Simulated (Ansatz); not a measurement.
# C₄H₃FS: small, medium and large basis sets

Aim: see how fast density functionals converge with the basis set for C₄H₃FS.

Computed with Ansatz 0.2.0, Gaussian basis. Level: one geometry, several basis sets.

Plan: PBE0-D4/def2-SVP; ωB97M-V/def2-SVP; PBE0-D4/def2-QZVPP; ωB97M-V/def2-QZVPP; the functionals' def2-TZVPP values are taken from earlier runs.

### 1 The relaxed structure

The geometry comes from an earlier relaxation with PBE0-D4 in a triple-zeta def2 set; it is a stationary point, not always the lowest conformer.

9 atoms, charge 0, spin multiplicity 1.

Atoms are counted from 1 here; the program's logs count them from 0.

Bond lengths: F1–C2 1.324 Å, C2–C3 1.355 Å, C2–S6 1.715 Å, C3–C4 1.420 Å, C3–H7 1.081 Å, C4–C5 1.360 Å, C4–H8 1.082 Å, C5–S6 1.714 Å, C5–H9 1.079 Å. Angles: F1–C2–C3 126.9°, F1–C2–S6 119.6°, C3–C2–S6 113.5°, C2–C3–C4 110.7°, C2–C3–H7 123.6°, C4–C3–H7 125.7°, C3–C4–C5 113.3°, C3–C4–H8 123.6°, C5–C4–H8 123.2°, C4–C5–S6 111.9°, C4–C5–H9 128.5°, S6–C5–H9 119.6°, C2–S6–C5 90.6°.

### 2 PBE0-D4 in def2-SVP

in.yaml

```yaml
crystal:
  periodic: [false, false, false]
  atoms:
    - {symbol: F, position_ang: [1.978823, 0.831721, -1.512981]}
    - {symbol: C, position_ang: [0.935783, 0.502322, -0.766527]}
    - {symbol: C, position_ang: [0.746130, -0.665090, -0.104743]}
    - {symbol: C, position_ang: [-0.492416, -0.653188, 0.590454]}
    - {symbol: C, position_ang: [-1.186393, 0.505458, 0.431748]}
    - {symbol: S, position_ang: [-0.351487, 1.618360, -0.569402]}
    - {symbol: H, position_ang: [1.454594, -1.480951, -0.117700]}
    - {symbol: H, position_ang: [-0.851364, -1.481002, 1.186936]}
    - {symbol: H, position_ang: [-2.145270, 0.776069, 0.845115]}
basis:
  gaussian: {orbitals: def2-SVP}
hamiltonian: {xc: pbe0, dispersion: d4}
output: {orbitals: {seedname: orbitals}}
```

Started as:

```
ansatz run in.yaml --threads 4 --pin off --events-out ev --progress --plain --max-ram 10444MiB
```

After this run come: ωB97M-V in def2-SVP; PBE0-D4 in def2-QZVPP; ωB97M-V in def2-QZVPP.

Q: Predict the results of all the runs planned. Wanted: PBE0-D4: double and triple zeta above quadruple; ωB97M-V: double and triple zeta above quadruple.

The runs gave:

| quantity | value |
| --- | --- |
| PBE0-D4: double and triple zeta above quadruple | 12.39, 0.68 eV |
| ωB97M-V: double and triple zeta above quadruple | 12.55, 0.64 eV |

**Reading.** PBE0-D4 gains 11.71 eV from double to triple zeta, then 0.68 eV more. These are total energies; as a rule much of such shifts cancels in differences, which this series doesn't test.
